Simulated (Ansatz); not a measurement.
A short molecular-dynamics run on CH3ClMg (`[CH3][Mg][Cl]`).

```yaml
crystal:
  periodic: [false, false, false]
  atoms:
    - {symbol: C, position_ang: [-0.560262, 0.484291, -0.412031]}
    - {symbol: Mg, position_ang: [0.811577, -0.712725, 0.565761]}
    - {symbol: Cl, position_ang: [2.267213, -1.982714, 1.603332]}
    - {symbol: H, position_ang: [-1.418482, -0.095939, -0.762880]}
    - {symbol: H, position_ang: [-0.115280, 0.971640, -1.284262]}
    - {symbol: H, position_ang: [-0.942765, 1.271549, 0.243880]}
basis:
  gaussian: {orbitals: "6-31G*"}
hamiltonian: {xc: {name: PBE}, dispersion: d3bj}
md: {timestep: 1 fs, n_steps: 30, ensemble: nvt_langevin, temperature: 300, initial_velocities: maxwell_boltzmann, friction: 0.01, seed: 225}
```

```sh
$ ansatz run in.yaml --threads 4 --pin off --events-out ev --progress --plain --max-ram 10444MiB
```

| step | time (fs) | potential energy (eV) | kinetic (eV) | T (K) | conserved (eV) |
| --- | --- | --- | --- | --- | --- |
| 0 | 0.0 | -19043.9455 | 0.1939 | 250 | – |
| 1 | 1.0 | -19043.9145 | 0.1748 | 225 | – |
| 2 | 2.0 | -19043.8712 | 0.1368 | 176 | – |
| 3 | 3.0 | -19043.8484 | 0.1186 | 153 | – |
| 4 | 4.0 | -19043.8395 | 0.1114 | 144 | – |
| 5 | 5.0 | -19043.8334 | 0.1297 | 167 | – |
| 6 | 6.0 | -19043.8271 | 0.1316 | 170 | – |
| 7 | 7.0 | -19043.8272 | 0.1447 | 187 | – |
| 8 | 8.0 | -19043.8420 | 0.1421 | 183 | – |
| 9 | 9.0 | -19043.8798 | 0.1811 | 234 | – |
| 10 | 10.0 | -19043.9241 | 0.2258 | 291 | – |
| 11 | 11.0 | -19043.9364 | 0.2277 | 294 | – |
| 12 | 12.0 | -19043.9103 | 0.1870 | 241 | – |
| 13 | 13.0 | -19043.8824 | 0.1729 | 223 | – |
| 14 | 14.0 | -19043.8744 | 0.1419 | 183 | – |
| 15 | 15.0 | -19043.8673 | 0.1374 | 177 | – |
| 16 | 16.0 | -19043.8422 | 0.1356 | 175 | – |
| 17 | 17.0 | -19043.8052 | 0.1246 | 161 | – |
| 18 | 18.0 | -19043.7858 | 0.1009 | 130 | – |
| 19 | 19.0 | -19043.8130 | 0.1188 | 153 | – |
| 20 | 20.0 | -19043.8743 | 0.1603 | 207 | – |
| 21 | 21.0 | -19043.9178 | 0.2052 | 265 | – |
| 22 | 22.0 | -19043.9075 | 0.1898 | 245 | – |
| 23 | 23.0 | -19043.8749 | 0.1805 | 233 | – |
| 24 | 24.0 | -19043.8679 | 0.2016 | 260 | – |
| 25 | 25.0 | -19043.8774 | 0.2149 | 277 | – |
| 26 | 26.0 | -19043.8608 | 0.2153 | 278 | – |
| 27 | 27.0 | -19043.8069 | 0.1492 | 192 | – |
| 28 | 28.0 | -19043.7490 | 0.1089 | 140 | – |
| 29 | 29.0 | -19043.7284 | 0.0846 | 109 | – |
| 30 | 30.0 | -19043.7605 | 0.1305 | 168 | – |

Velocities are drawn at the set temperature; a run this short doesn't reach equilibrium.

Frames (Å, forces in eV/Å):

```xyz
6
time=0.0 fs
C    -0.560    0.484   -0.412    0.102   -0.089    0.073
Mg    0.812   -0.713    0.566   -0.133    0.116   -0.095
Cl    2.267   -1.983    1.603    0.266   -0.232    0.190
H    -1.418   -0.096   -0.763   -0.264   -0.186   -0.106
H    -0.115    0.972   -1.284    0.144    0.149   -0.270
H    -0.943    1.272    0.244   -0.115    0.242    0.209
6
time=1.0 fs
C    -0.563    0.486   -0.414    1.223    0.204   -0.527
Mg    0.810   -0.714    0.564   -0.105    0.133   -0.100
Cl    2.268   -1.984    1.605    0.243   -0.216    0.175
H    -1.398   -0.094   -0.762   -0.806   -0.437   -0.354
H    -0.105    1.011   -1.282   -0.079   -0.307    0.083
H    -0.917    1.277    0.221   -0.476    0.623    0.723
6
time=2.0 fs
C    -0.566    0.487   -0.416    1.851    0.593   -0.871
Mg    0.808   -0.716    0.563   -0.074    0.142   -0.103
Cl    2.269   -1.985    1.606    0.217   -0.196    0.158
H    -1.387   -0.097   -0.767   -1.055   -0.480   -0.461
H    -0.097    1.048   -1.279   -0.264   -0.718    0.347
H    -0.895    1.291    0.209   -0.674    0.659    0.929
6
time=3.0 fs
C    -0.567    0.488   -0.419    1.845    0.974   -0.925
Mg    0.806   -0.717    0.561   -0.043    0.139   -0.099
Cl    2.270   -1.987    1.606    0.186   -0.173    0.139
H    -1.388   -0.104   -0.775   -0.902   -0.252   -0.395
H    -0.092    1.081   -1.274   -0.386   -1.019    0.465
H    -0.878    1.309    0.207   -0.700    0.331    0.815
6
time=4.0 fs
C    -0.568    0.489   -0.423    1.439    1.237   -0.735
Mg    0.804   -0.719    0.559   -0.014    0.127   -0.090
Cl    2.271   -1.990    1.606    0.152   -0.145    0.117
H    -1.397   -0.113   -0.785   -0.527    0.111   -0.230
H    -0.090    1.105   -1.264   -0.417   -1.157    0.407
H    -0.868    1.329    0.213   -0.633   -0.173    0.530
6
time=5.0 fs
C    -0.568    0.492   -0.428    0.847    1.300   -0.378
Mg    0.800   -0.721    0.557    0.008    0.111   -0.080
Cl    2.272   -1.993    1.607    0.115   -0.115    0.093
H    -1.409   -0.120   -0.799   -0.094    0.478   -0.030
H    -0.091    1.119   -1.250   -0.340   -1.111    0.187
H    -0.865    1.345    0.224   -0.535   -0.664    0.207
6
time=6.0 fs
C    -0.567    0.495   -0.435    0.205    1.147    0.133
Mg    0.797   -0.723    0.555    0.023    0.094   -0.071
Cl    2.274   -1.995    1.607    0.077   -0.084    0.068
H    -1.422   -0.121   -0.812    0.277    0.752    0.138
H    -0.096    1.124   -1.234   -0.162   -0.876   -0.178
H    -0.868    1.355    0.239   -0.420   -1.033   -0.089
6
time=7.0 fs
C    -0.565    0.500   -0.441   -0.345    0.833    0.782
Mg    0.793   -0.726    0.553    0.042    0.071   -0.057
Cl    2.275   -1.998    1.607    0.038   -0.052    0.042
H    -1.430   -0.116   -0.822    0.458    0.843    0.205
H    -0.100    1.120   -1.220    0.094   -0.470   -0.640
H    -0.878    1.354    0.255   -0.287   -1.225   -0.332
6
time=8.0 fs
C    -0.563    0.506   -0.448   -0.689    0.455    1.369
Mg    0.789   -0.728    0.552    0.060    0.048   -0.045
Cl    2.276   -2.001    1.608    0.001   -0.022    0.018
H    -1.430   -0.104   -0.826    0.441    0.747    0.164
H    -0.102    1.110   -1.214    0.343   -0.035   -1.041
H    -0.893    1.341    0.267   -0.155   -1.195   -0.464
6
time=9.0 fs
C    -0.563    0.511   -0.454   -0.635    0.147    1.555
Mg    0.784   -0.731    0.550    0.072    0.029   -0.047
Cl    2.277   -2.003    1.608   -0.030    0.003   -0.001
H    -1.427   -0.085   -0.829    0.245    0.496    0.036
H    -0.101    1.101   -1.219    0.443    0.211   -1.144
H    -0.908    1.315    0.272   -0.095   -0.887   -0.399
6
time=10.0 fs
C    -0.563    0.516   -0.459   -0.165   -0.092    1.194
Mg    0.780   -0.733    0.548    0.083    0.006   -0.057
Cl    2.278   -2.005    1.609   -0.060    0.029   -0.020
H    -1.421   -0.060   -0.835   -0.077    0.133   -0.135
H    -0.097    1.095   -1.237    0.363    0.228   -0.887
H    -0.921    1.279    0.270   -0.145   -0.303   -0.094
6
time=11.0 fs
C    -0.564    0.521   -0.462    0.527   -0.311    0.424
Mg    0.777   -0.736    0.546    0.092   -0.022   -0.069
Cl    2.279   -2.007    1.609   -0.090    0.055   -0.041
H    -1.416   -0.032   -0.845   -0.410   -0.243   -0.302
H    -0.090    1.088   -1.264    0.158    0.103   -0.377
H    -0.933    1.241    0.264   -0.276    0.418    0.365
6
time=12.0 fs
C    -0.564    0.526   -0.466    1.118   -0.495   -0.375
Mg    0.774   -0.738    0.543    0.092   -0.042   -0.087
Cl    2.280   -2.009    1.610   -0.114    0.077   -0.057
H    -1.414   -0.006   -0.858   -0.640   -0.528   -0.413
H    -0.083    1.081   -1.295   -0.068   -0.028    0.186
H    -0.943    1.210    0.262   -0.389    1.017    0.747
6
time=13.0 fs
C    -0.562    0.530   -0.470    1.217   -0.559   -0.830
Mg    0.772   -0.741    0.541    0.083   -0.055   -0.104
Cl    2.280   -2.010    1.610   -0.131    0.092   -0.068
H    -1.419    0.014   -0.873   -0.608   -0.629   -0.403
H    -0.078    1.072   -1.324   -0.242   -0.077    0.649
H    -0.960    1.187    0.267   -0.320    1.229    0.756
6
time=14.0 fs
C    -0.560    0.533   -0.475    0.702   -0.487   -0.822
Mg    0.770   -0.744    0.538    0.069   -0.062   -0.111
Cl    2.279   -2.012    1.611   -0.144    0.103   -0.077
H    -1.429    0.026   -0.892   -0.264   -0.517   -0.238
H    -0.072    1.064   -1.345   -0.338   -0.038    0.925
H    -0.985    1.178    0.280   -0.026    1.002    0.323
6
time=15.0 fs
C    -0.557    0.535   -0.479   -0.182   -0.494   -0.517
Mg    0.768   -0.747    0.535    0.050   -0.062   -0.112
Cl    2.279   -2.013    1.610   -0.153    0.111   -0.084
H    -1.445    0.030   -0.915    0.256   -0.272    0.037
H    -0.069    1.054   -1.352   -0.302    0.111    0.918
H    -1.009    1.179    0.293    0.331    0.607   -0.243
6
time=16.0 fs
C    -0.555    0.538   -0.485   -1.100   -0.651   -0.044
Mg    0.765   -0.751    0.531    0.034   -0.059   -0.110
Cl    2.278   -2.014    1.610   -0.164    0.119   -0.092
H    -1.460    0.031   -0.938    0.726   -0.033    0.319
H    -0.073    1.043   -1.351   -0.119    0.375    0.645
H    -1.029    1.185    0.303    0.624    0.250   -0.719
6
time=17.0 fs
C    -0.553    0.539   -0.492   -1.852   -0.888    0.568
Mg    0.763   -0.754    0.527    0.021   -0.051   -0.108
Cl    2.277   -2.015    1.608   -0.173    0.124   -0.098
H    -1.468    0.030   -0.959    0.999    0.113    0.521
H    -0.080    1.031   -1.345    0.182    0.723    0.165
H    -1.042    1.192    0.307    0.822   -0.020   -1.047
6
time=18.0 fs
C    -0.553    0.540   -0.498   -2.235   -1.099    1.152
Mg    0.760   -0.757    0.523    0.013   -0.037   -0.105
Cl    2.276   -2.015    1.607   -0.178    0.125   -0.101
H    -1.465    0.030   -0.975    1.005    0.130    0.583
H    -0.086    1.024   -1.334    0.510    1.047   -0.370
H    -1.048    1.201    0.301    0.885   -0.166   -1.158
6
time=19.0 fs
C    -0.555    0.540   -0.503   -2.050   -1.112    1.334
Mg    0.757   -0.760    0.519    0.015   -0.019   -0.099
Cl    2.275   -2.015    1.605   -0.183    0.126   -0.106
H    -1.452    0.032   -0.982    0.761    0.024    0.494
H    -0.089    1.029   -1.326    0.670    1.137   -0.614
H    -1.044    1.208    0.284    0.787   -0.156   -1.008
6
time=20.0 fs
C    -0.559    0.538   -0.506   -1.272   -0.872    0.939
Mg    0.754   -0.763    0.515    0.027    0.001   -0.093
Cl    2.274   -2.015    1.603   -0.191    0.129   -0.113
H    -1.435    0.034   -0.984    0.346   -0.167    0.288
H    -0.088    1.047   -1.326    0.559    0.886   -0.406
H    -1.033    1.214    0.258    0.530    0.023   -0.615
6
time=21.0 fs
C    -0.565    0.537   -0.508   -0.069   -0.499    0.249
Mg    0.751   -0.764    0.511    0.045    0.024   -0.090
Cl    2.273   -2.015    1.601   -0.199    0.132   -0.120
H    -1.415    0.034   -0.982   -0.214   -0.422   -0.017
H    -0.084    1.073   -1.330    0.293    0.420    0.027
H    -1.015    1.221    0.227    0.144    0.345   -0.050
6
time=22.0 fs
C    -0.571    0.534   -0.511    1.186   -0.168   -0.362
Mg    0.749   -0.766    0.508    0.060    0.053   -0.088
Cl    2.273   -2.015    1.599   -0.206    0.134   -0.125
H    -1.394    0.031   -0.981   -0.814   -0.693   -0.354
H    -0.079    1.101   -1.333    0.054   -0.048    0.374
H    -0.994    1.229    0.195   -0.280    0.722    0.556
6
time=23.0 fs
C    -0.576    0.532   -0.514    1.992    0.119   -0.733
Mg    0.747   -0.769    0.504    0.078    0.082   -0.080
Cl    2.272   -2.015    1.596   -0.213    0.135   -0.131
H    -1.380    0.019   -0.982   -1.162   -0.802   -0.553
H    -0.076    1.128   -1.332   -0.111   -0.441    0.556
H    -0.977    1.243    0.168   -0.584    0.906    0.942
6
time=24.0 fs
C    -0.579    0.529   -0.518    2.005    0.341   -0.916
Mg    0.745   -0.772    0.499    0.096    0.108   -0.068
Cl    2.271   -2.015    1.594   -0.218    0.134   -0.135
H    -1.379   -0.001   -0.987   -0.978   -0.556   -0.451
H    -0.075    1.153   -1.326   -0.215   -0.761    0.593
H    -0.965    1.265    0.150   -0.691    0.733    0.976
6
time=25.0 fs
C    -0.580    0.526   -0.522    1.350    0.524   -0.820
Mg    0.742   -0.775    0.494    0.112    0.129   -0.052
Cl    2.270   -2.015    1.591   -0.224    0.134   -0.140
H    -1.391   -0.026   -0.996   -0.414   -0.047   -0.125
H    -0.078    1.174   -1.314   -0.211   -0.938    0.444
H    -0.957    1.293    0.142   -0.613    0.198    0.693
6
time=26.0 fs
C    -0.581    0.524   -0.526    0.462    0.664   -0.415
Mg    0.739   -0.778    0.489    0.119    0.150   -0.033
Cl    2.270   -2.015    1.588   -0.229    0.133   -0.144
H    -1.407   -0.052   -1.007    0.186    0.494    0.220
H    -0.084    1.188   -1.294   -0.091   -0.928    0.107
H    -0.955    1.326    0.142   -0.447   -0.513    0.266
6
time=27.0 fs
C    -0.582    0.524   -0.529   -0.325    0.637    0.091
Mg    0.737   -0.782    0.484    0.114    0.172   -0.015
Cl    2.269   -2.015    1.585   -0.228    0.128   -0.145
H    -1.421   -0.075   -1.014    0.649    0.925    0.471
H    -0.090    1.193   -1.272    0.097   -0.764   -0.327
H    -0.957    1.354    0.145   -0.307   -1.098   -0.075
6
time=28.0 fs
C    -0.582    0.523   -0.532   -0.841    0.478    0.560
Mg    0.735   -0.785    0.480    0.111    0.192    0.003
Cl    2.268   -2.014    1.582   -0.224    0.121   -0.144
H    -1.428   -0.092   -1.017    0.878    1.169    0.583
H    -0.095    1.192   -1.253    0.313   -0.525   -0.755
H    -0.958    1.372    0.146   -0.237   -1.435   -0.246
6
time=29.0 fs
C    -0.582    0.523   -0.533   -0.989    0.323    0.885
Mg    0.733   -0.789    0.475    0.114    0.207    0.017
Cl    2.268   -2.013    1.578   -0.219    0.112   -0.141
H    -1.424   -0.099   -1.014    0.846    1.194    0.544
H    -0.099    1.190   -1.242    0.484   -0.327   -1.059
H    -0.960    1.376    0.143   -0.237   -1.509   -0.246
6
time=30.0 fs
C    -0.584    0.522   -0.534   -0.708    0.301    0.954
Mg    0.730   -0.793    0.471    0.124    0.214    0.027
Cl    2.267   -2.012    1.574   -0.211    0.102   -0.136
H    -1.413   -0.096   -1.006    0.571    0.997    0.363
H    -0.099    1.186   -1.241    0.514   -0.282   -1.103
H    -0.963    1.365    0.138   -0.291   -1.332   -0.105
```

It took 11 s on 4 threads of an Arm Neoverse V2 on a shared host, with 0.31 GiB of host memory at the peak.
